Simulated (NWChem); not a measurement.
System: hydrazine (N₂H₄); SMILES NN

Here is an NWChem input.

```
start job
memory heap 200 mb stack 900 mb global 1100 mb
geometry units angstroms noautoz
  N     -0.073102     0.713927     0.073170
  N      0.073102    -0.713927     0.073170
  H      0.838569     1.103459     0.300382
  H     -0.328102     1.071227    -0.849541
  H     -0.838569    -1.103459     0.300382
  H      0.328102    -1.071227    -0.849541
end
basis spherical
  * library def2-svp
end
dft
  xc xpbe96 cpbe96
  iterations 150
  vectors input atomic output neutral.movecs
end
task dft energy
charge 1
dft
  odft
  mult 2
  vectors input atomic output cation.movecs
end
task dft energy
```

NWChem printed, in part:

```
             Northwest Computational Chemistry Package (NWChem) 7.3.0
             --------------------------------------------------------

 C2  symmetry detected

                             Geometry "geometry" -> ""
                             -------------------------

 Output coordinates in angstroms (scale by  1.889725989 to convert to a.u.)

  No.       Tag          Charge          X              Y              Z
 ---- ---------------- ---------- -------------- -------------- --------------
    1 N                    7.0000    -0.06048178     0.71510672     0.07727767
    2 N                    7.0000     0.06048178    -0.71510672     0.07727767
    3 H                    1.0000     0.85792664     1.08847674     0.30448967
    4 H                    1.0000    -0.30913165     1.07685460    -0.84543333
    5 H                    1.0000    -0.85792664    -1.08847674     0.30448967
    6 H                    1.0000     0.30913165    -1.07685460    -0.84543333

 Effective nuclear repulsion energy (a.u.)      41.4414634453

      Symmetry information
      --------------------

 Group name             C2
 Group number              4
 Group order               2
 No. of unique centers     3

  pbe96 is a nonlocal functional; adding pw91lda local functional.

                                 NWChem DFT Module
                                 -----------------

 Summary of "ao basis" -> "ao basis" (spherical)
 ------------------------------------------------------------------------------
       Tag                 Description            Shells   Functions and Types
 ---------------- ------------------------------  ------  ---------------------
 N                          def2-svp                 6       14   3s2p1d
 H                          def2-svp                 3        5   2s1p

      Symmetry analysis of basis
      --------------------------

        a          24
        b          24

            General Information
            -------------------
          SCF calculation type: DFT
          Wavefunction type:  closed shell.
          No. of atoms     :     6
          No. of electrons :    18
           Alpha electrons :     9
            Beta electrons :     9
          Charge           :     0
          Spin multiplicity:     1
          Use of symmetry is: on ; symmetry adaption is: on
          Maximum number of iterations: 150
          AO basis - number of functions:    48
                     number of shells:    24
          Convergence on energy requested:  1.00D-06
          Convergence on density requested:  1.00D-05
          Convergence on gradient requested:  5.00D-04

              XC Information
              --------------
          PerdewBurkeErnzerhof Exchange Functional  1.000
            Perdew 1991 LDA Correlation Functional  1.000 local
           PerdewBurkeErnz. Correlation Functional  1.000 non-local

             Grid Information
             ----------------
          Grid used for XC integration:  medium
          Radial quadrature: Mura-Knowles
          Angular quadrature: Lebedev.
          Tag              B.-S. Rad. Rad. Pts. Rad. Cut. Ang. Pts.
          ---              ---------- --------- --------- ---------
          N                   0.65       49           7.0       434
          H                   0.35       45           8.0       434
          Grid pruning is: on
          Number of quadrature shells:   139
          Spatial weights used:  Erf1

      Superposition of Atomic Density Guess
      -------------------------------------

 Sum of atomic energies:        -110.48547921

      Non-variational initial energy
      ------------------------------

 Total energy =    -111.408225
 1-e energy   =    -230.917906
 2-e energy   =      78.068217
 HOMO         =      -0.312421
 LUMO         =       0.097466

      Symmetry analysis of molecular orbitals - initial
      -------------------------------------------------

  Numbering of irreducible representations:

     1 a           2 b

  Orbital symmetries:

     1 a           2 b           3 a           4 b           5 a
     6 b           7 a           8 b           9 a          10 a
    11 b          12 a          13 b          14 b          15 a
    16 b          17 a          18 b          19 a

   convergence    iter        energy       DeltaE   RMS-Dens  Diis-err
 ---------------- ----- ----------------- --------- --------- ---------
 d= 0,ls=0.0,diis     1   -111.6129224887 -1.53D+02  1.22D-02  2.56D-01
 d= 0,ls=0.0,diis     2   -111.6307174251 -1.78D-02  5.83D-03  8.15D-02
 d= 0,ls=0.0,diis     3   -111.6363812400 -5.66D-03  2.45D-03  3.26D-02
 d= 0,ls=0.0,diis     4   -111.6398913118 -3.51D-03  5.24D-04  8.98D-04
 d= 0,ls=0.0,diis     5   -111.6399889125 -9.76D-05  4.47D-05  6.40D-06
 d= 0,ls=0.0,diis     6   -111.6399896950 -7.82D-07  6.37D-06  1.04D-07

         Total DFT energy =     -111.639989695004
      One electron energy =     -233.096111361032
           Coulomb energy =       95.183567239198
    Exchange-Corr. energy =      -15.168909018431
 Nuclear repulsion energy =       41.441463445261

 Numeric. integr. density =       17.999998912962

                  Occupations of the irreducible representations
                  ----------------------------------------------

                     irrep           alpha         beta
                     --------     --------     --------
                     a                 5.0          5.0
                     b                 4.0          4.0

                       DFT Final Molecular Orbital Analysis
                       ------------------------------------

 Vector    7  Occ=2.000000D+00  E=-3.928832D-01  Symmetry=a
              MO Center=  1.8D-15,  4.0D-15,  1.4D-01, r^2= 1.6D+00
   Bfn.  Coefficient  Atom+Function         Bfn.  Coefficient  Atom+Function
  ----- ------------  ---------------      ----- ------------  ---------------
     5      0.326723  1 N  py                19     -0.326723  2 N  py
    29     -0.270587  3 H  s                 39     -0.270587  5 H  s
     4      0.158989  1 N  px                18     -0.158989  2 N  px
     8     -0.153509  1 N  py                22      0.153509  2 N  py
     6      0.133151  1 N  pz                20      0.133151  2 N  pz

 Vector    8  Occ=2.000000D+00  E=-1.918484D-01  Symmetry=b
              MO Center= -3.6D-14,  1.2D-13,  1.4D-01, r^2= 1.5D+00
   Bfn.  Coefficient  Atom+Function         Bfn.  Coefficient  Atom+Function
  ----- ------------  ---------------      ----- ------------  ---------------
     6      0.332344  1 N  pz                20     -0.332344  2 N  pz
     9     -0.231620  1 N  pz                23      0.231620  2 N  pz
     4     -0.197778  1 N  px                18     -0.197778  2 N  px
     3     -0.194858  1 N  s                 17      0.194858  2 N  s
    34      0.190288  4 H  s                 44     -0.190288  6 H  s

 Vector    9  Occ=2.000000D+00  E=-1.884200D-01  Symmetry=a
              MO Center=  3.6D-14, -1.2D-13,  1.8D-01, r^2= 1.5D+00
   Bfn.  Coefficient  Atom+Function         Bfn.  Coefficient  Atom+Function
  ----- ------------  ---------------      ----- ------------  ---------------
     4      0.328043  1 N  px                18     -0.328043  2 N  px
     7     -0.236214  1 N  px                21      0.236214  2 N  px
     6     -0.207977  1 N  pz                20     -0.207977  2 N  pz
     9      0.194622  1 N  pz                23      0.194622  2 N  pz
     3      0.181063  1 N  s                 17      0.181063  2 N  s

 Vector   10  Occ=0.000000D+00  E= 3.195789D-02  Symmetry=a
              MO Center= -1.7D-14, -1.3D-13, -7.8D-01, r^2= 4.1D+00
   Bfn.  Coefficient  Atom+Function         Bfn.  Coefficient  Atom+Function
  ----- ------------  ---------------      ----- ------------  ---------------
     3      0.872984  1 N  s                 17      0.872984  2 N  s
    35     -0.824987  4 H  s                 45     -0.824987  6 H  s
    30     -0.474361  3 H  s                 40     -0.474361  5 H  s
     9     -0.223927  1 N  pz                23     -0.223927  2 N  pz
     8      0.207110  1 N  py                22     -0.207110  2 N  py

 Vector   11  Occ=0.000000D+00  E= 6.311467D-02  Symmetry=b
              MO Center=  3.0D-14,  1.2D-13, -2.2D-01, r^2= 4.9D+00
   Bfn.  Coefficient  Atom+Function         Bfn.  Coefficient  Atom+Function
  ----- ------------  ---------------      ----- ------------  ---------------
     3      1.195009  1 N  s                 17     -1.195009  2 N  s
    30     -0.798611  3 H  s                 40      0.798611  5 H  s
    35     -0.698913  4 H  s                 45      0.698913  6 H  s
     7      0.227085  1 N  px                21      0.227085  2 N  px
     2      0.204484  1 N  s                 16     -0.204484  2 N  s

 Vector   12  Occ=0.000000D+00  E= 1.070806D-01  Symmetry=a
              MO Center= -1.9D-14, -3.9D-14,  5.1D-04, r^2= 4.7D+00
   Bfn.  Coefficient  Atom+Function         Bfn.  Coefficient  Atom+Function
  ----- ------------  ---------------      ----- ------------  ---------------
    30      1.081798  3 H  s                 40      1.081798  5 H  s
    35     -0.710309  4 H  s                 45     -0.710309  6 H  s
     7     -0.447866  1 N  px                21      0.447866  2 N  px
     9     -0.312107  1 N  pz                23     -0.312107  2 N  pz
     4      0.219591  1 N  px                18     -0.219591  2 N  px

     Multipole analysis of the density
     ---------------------------------

     L   x y z        total         alpha         beta         nuclear
     -   - - -        -----         -----         ----         -------
     0   0 0 0     -0.000000     -9.000000     -9.000000     18.000000

     1   1 0 0      0.000000      0.000000      0.000000      0.000000
     1   0 1 0     -0.000000      0.000000      0.000000     -0.000000
     1   0 0 1     -0.806115     -0.403057     -0.403057      0.000000

     2   2 0 0     -9.296054     -7.709167     -7.709167      6.122281
     2   1 1 0      1.900976     -0.114356     -0.114356      2.129689
     2   1 0 1      0.000000      0.000000      0.000000      0.000000
     2   0 2 0     -9.181342    -25.745802    -25.745802     42.310261
     2   0 1 1     -0.000000     -0.000000     -0.000000     -0.000000
     2   0 0 2     -9.474855     -7.770241     -7.770241      6.065627

                                 NWChem DFT Module
                                 -----------------

      Symmetry analysis of basis
      --------------------------

        a          24
        b          24

            General Information
            -------------------
          SCF calculation type: DFT
          Wavefunction type:  spin polarized.
          No. of atoms     :     6
          No. of electrons :    17
           Alpha electrons :     9
            Beta electrons :     8
          Charge           :     1
          Spin multiplicity:     2
          Use of symmetry is: on ; symmetry adaption is: on
          Maximum number of iterations: 150
          AO basis - number of functions:    48
                     number of shells:    24
          Convergence on energy requested:  1.00D-06
          Convergence on density requested:  1.00D-05
          Convergence on gradient requested:  5.00D-04

              XC Information
              --------------
          PerdewBurkeErnzerhof Exchange Functional  1.000
            Perdew 1991 LDA Correlation Functional  1.000 local
           PerdewBurkeErnz. Correlation Functional  1.000 non-local

             Grid Information
             ----------------
          Grid used for XC integration:  medium
          Radial quadrature: Mura-Knowles
          Angular quadrature: Lebedev.
          Tag              B.-S. Rad. Rad. Pts. Rad. Cut. Ang. Pts.
          ---              ---------- --------- --------- ---------
          N                   0.65       49           7.0       434
          H                   0.35       45           8.0       434
          Grid pruning is: on
          Number of quadrature shells:   139
          Spatial weights used:  Erf1

      Superposition of Atomic Density Guess
      -------------------------------------

 Sum of atomic energies:        -110.48547921

 Renormalizing density from      18.00 to     17

      Non-variational initial energy
      ------------------------------

 Total energy =    -107.012748
 1-e energy   =    -218.089133
 2-e energy   =      69.634922
 HOMO         =      -0.759968
 LUMO         =      -0.280790

   Symmetry analysis of molecular orbitals - initial alpha
   -------------------------------------------------------

  Numbering of irreducible representations:

     1 a           2 b

  Orbital symmetries:

     1 a           2 b           3 a           4 b           5 a
     6 b           7 a           8 b           9 a          10 b
    11 a          12 b          13 a          14 b          15 b
    16 a          17 a          18 b          19 a

   Symmetry analysis of molecular orbitals - initial beta
   ------------------------------------------------------

  Numbering of irreducible representations:

     1 a           2 b

  Orbital symmetries:

     1 a           2 b           3 a           4 b           5 a
     6 b           7 a           8 b           9 a          10 b
    11 a          12 b          13 a          14 b          15 b
    16 a          17 a          18 b          19 a

   convergence    iter        energy       DeltaE   RMS-Dens  Diis-err
 ---------------- ----- ----------------- --------- --------- ---------
 d= 0,ls=0.0,diis     1   -111.2062412273 -1.53D+02  1.11D-02  2.09D-01
                                                     1.14D-02  2.05D-01
 d= 0,ls=0.5,diis     2   -111.1595424406  4.67D-02  4.15D-03  3.07D-01
                                                     3.76D-03  2.63D-01
 d= 0,ls=0.5,diis     3   -111.2760645616 -1.17D-01  1.50D-03  2.89D-02
                                                     1.37D-03  2.40D-02
 d= 0,ls=0.5,diis     4   -111.2883101699 -1.22D-02  5.97D-04  3.03D-03
                                                     5.68D-04  2.57D-03
 d= 0,ls=0.5,diis     5   -111.2898554770 -1.55D-03  2.59D-04  3.44D-04
                                                     2.73D-04  3.28D-04
  Resetting Diis
 d= 0,ls=0.5,diis     6   -111.2900926652 -2.37D-04  1.27D-04  6.71D-05
                                                     1.46D-04  7.85D-05
 d= 0,ls=0.5,diis     7   -111.2901547859 -6.21D-05  9.12D-05  1.61D-05
                                                     1.06D-04  2.45D-05
 d= 0,ls=0.5,diis     8   -111.2901761872 -2.14D-05  3.82D-05  6.75D-06
                                                     5.20D-05  9.54D-06
 d= 0,ls=0.5,diis     9   -111.2901840828 -7.90D-06  2.01D-05  1.16D-06
                                                     3.00D-05  2.71D-06
 d= 0,ls=0.5,diis    10   -111.2901871207 -3.04D-06  9.27D-06  7.44D-08
                                                     2.00D-05  1.10D-06
 d= 0,ls=0.5,diis    11   -111.2901884503 -1.33D-06  5.36D-06  3.55D-08
                                                     1.38D-05  5.65D-07
 d= 0,ls=0.5,diis    12   -111.2901891030 -6.53D-07  3.19D-06  3.07D-08
                                                     9.62D-06  2.84D-07

         Total DFT energy =     -111.290189422192
      One electron energy =     -226.895218133964
           Coulomb energy =       88.970052593288
    Exchange-Corr. energy =      -14.806487326778
 Nuclear repulsion energy =       41.441463445261

 Numeric. integr. density =       16.999999193253

                  Occupations of the irreducible representations
                  ----------------------------------------------

[...]
```

Level: PBE/def2-SVP, vertical spin-unrestricted ions. Structure relaxed at the B3LYP/6-31G* (spherical d) level.
